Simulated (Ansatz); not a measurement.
Input file:

```yaml
crystal:
  periodic: [false, false, false]
  atoms:
    - {symbol: Al, position_ang: [0.000000, -0.089647, 0.390946]}
    - {symbol: Li, position_ang: [0.000000, -0.089647, -2.247876]}
    - {symbol: H, position_ang: [0.000000, 4.414604, 3.671023]}
    - {symbol: H, position_ang: [0.000000, -1.397509, 1.343355]}
basis:
  gaussian: {orbitals: 6-31G}
magnetization: {spin_polarized: false}
hamiltonian: {xc: {name: B3LYP}}
correlation: {method: ccsd, electrons: valence}
output: {forces: true}
```

```sh
$ ansatz run in.yaml --threads 1 --pin off --events-out ev --progress --plain --max-ram 2393MiB
```

Log:

```
328 factors; integrals over basis functions are off by at most 1.5e-4 eV
mean field evaluation 1: about -6824.2880 eV, gradient 1.7e1 eV
mean field evaluation 2: about -6824.2869 eV, gradient 1.7e1 eV
mean field evaluation 4: about -6824.7164 eV, gradient 1.3e1 eV
mean field evaluation 8: about -6825.2416 eV, gradient 1.2e1 eV
mean field evaluation 16: about -6828.6335 eV, gradient 1.2e-4 eV
mean field evaluation 32: about -6828.6003 eV, gradient 7.2e-1 eV
mean field -6828.63347548 eV, -250.9476516100 hartree, gradient 2.9e-6 eV, S^2 0.000000; 2 other end points of the search recorded, 0 dependent functions left out; unrestricted orbitals would lower it
mean field evaluation 64: about -6812.8519 eV, gradient 1.1e-1 eV
unrestricted determinant -6812.89291704 eV, -250.3691967567 hartree, S^2 1.0331
5 core orbitals not correlated: weight in the atoms' cores, before any rotation towards them, 1.000 or more for the frozen orbitals, at most 0.000 for the correlated occupied ones
reference -6809.04856278 eV, -250.2279193434 hartree; 4, 4 occupied and 17, 17 virtual orbitals, 328 factors
second order -3.86298031 eV of doubles, -0.40901701 eV of singles
cycle   1  -2.65628962 eV  change   -8.7e-1 eV  update   1.5e-1
cycle   2  -3.16549750 eV  change   -5.1e-1 eV  update   1.3e-1
cycle   3  -3.52053071 eV  change   -3.6e-1 eV  update   1.2e-1
...
cycle  24  -4.91954837 eV  change   -8.5e-6 eV  update   5.3e-6
cycle  25  -4.91955238 eV  change   -4.0e-6 eV  update   3.1e-6
cycle  26  -4.91954851 eV  change    3.9e-6 eV  update   1.9e-6
cycle  27  -4.91954564 eV  change    2.9e-6 eV  update   1.3e-6
cycle  28  -4.91954954 eV  change   -3.9e-6 eV  update   8.0e-7
cycle  29  -4.91954987 eV  change   -3.3e-7 eV  update   4.7e-7
cycle  30  -4.91954826 eV  change    1.6e-6 eV  update   3.2e-7
cycle  31  -4.91954782 eV  change    4.3e-7 eV  update   2.4e-7
cycle  32  -4.91954805 eV  change   -2.2e-7 eV  update   1.5e-7
cycle  33  -4.91954816 eV  change   -1.1e-7 eV  update   1.1e-7
WARN: these amplitudes may be one of several solutions (largest doubles amplitude 0.91, level shift 7.77 eV)
the calculation of the forces begins
Total energy: -6813.96811094 eV, -250.4087094037 hartree
Atom 0 at     0.000000    -0.089647     0.390946 Å, force     0.000000     0.450186    -0.230653 eV/Å
Atom 1 at     0.000000    -0.089647    -2.247876 Å, force    -0.000000     0.046553    -0.215025 eV/Å
Atom 2 at     0.000000     4.414604     3.671023 Å, force    -0.000000    -0.006875    -0.005000 eV/Å
Atom 3 at     0.000000    -1.397509     1.343355 Å, force    -0.000000    -0.489865     0.450678 eV/Å
Dipole moment:     0.000000     0.253854    -0.872135 e Å
```

Forces (eV/Å):
```
Al   0.000  0.450 -0.231
Li   0.000  0.047 -0.215
H    0.000 -0.007 -0.005
H    0.000 -0.490  0.451
```

The T1 diagnostic is 0.099.

Ran on 1 thread of Arm Neoverse N1, shared host: 3.2 s wall, 0.16 GiB peak host memory.
